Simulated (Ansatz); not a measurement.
Reaction (substitution at a C–O bond): `C=C(O)O` + CH₃SH → `C=C(O)SC` + H₂O

Computed with Ansatz on PBE0-D4/def2-TZVP structures; ΔE is electronic, products minus reactants. CBS: MP2 limit from def2 TZ/QZ plus the TZ coupled-cluster correction, frozen cores. This one scheme is used for every species. Functionals use def2-TZVPP. Each species was taken in one conformer, which may not be the lowest.

`C=C(O)O`:

```xyz
8

C     0.991    0.263    0.483
C    -0.105   -0.161   -0.141
O    -0.142   -1.265   -0.898
O    -1.320    0.434   -0.112
H     1.911   -0.292    0.390
H     0.974    1.160    1.084
H    -1.037   -1.362   -1.241
H    -1.273    1.223    0.435
```

CH₃SH:

```xyz
6

C    -0.295    0.051    0.389
S     0.346    0.467   -1.247
H    -0.709   -0.956    0.413
H    -1.098    0.761    0.589
H     0.468    0.164    1.158
H     1.289   -0.487   -1.302
```

`C=C(O)SC`:

Z-matrix (Å, degrees):
```
C
S 1 1.807
H 1 1.090 2 106.3
H 1 1.090 2 110.5 3 -118.6
H 1 1.089 2 111.8 3 118.6
C 2 1.761 1 100.7 3 -175.0
O 6 1.359 2 116.6 1 61.4
C 6 1.329 2 122.1 1 -120.3
H 7 0.963 6 108.1 2 23.0
H 8 1.083 6 120.2 2 -172.7
H 8 1.079 6 120.3 2 7.6
```

H₂O:

Z-matrix (Å, degrees):
```
O
H 1 0.960
H 1 0.960 2 105.1
```

```tsv
level	ΔE (kcal/mol)
PBE0-D4	-1.2
PBE0	0.0
CCSD/def2-TZVPP	-1.0
MP2/CBS(def2)	-6.0
```

Question: What does CCSD(T)/CBS give? (Best estimate.)

Answer: Computed: -4.0 kcal/mol. The listed levels differ from it by 2.8, 4.0, 3.0, -2.0 kcal/mol.

Largest T1 diagnostic among the species: 0.012.

In def2-TZVPP, CCSD(T) changes the Hartree–Fock value by −7.1 kcal/mol (the triples alone add −1.3 kcal/mol) and MP2 by −9.1 kcal/mol. From PBE to PBE0 (25 % exact exchange), in def2-TZVPP and without D4, ΔE moves by +1.0 kcal/mol. The D4 term adds −2.3 kcal/mol with B3LYP and −1.3 kcal/mol with PBE0; it sums over pairs of atoms, weighted by their polarisabilities, and B3LYP, whose exchange is more repulsive, gets the larger term.

B3LYP here is the variant with VWN-RPA as its local correlation; programs differ in this.
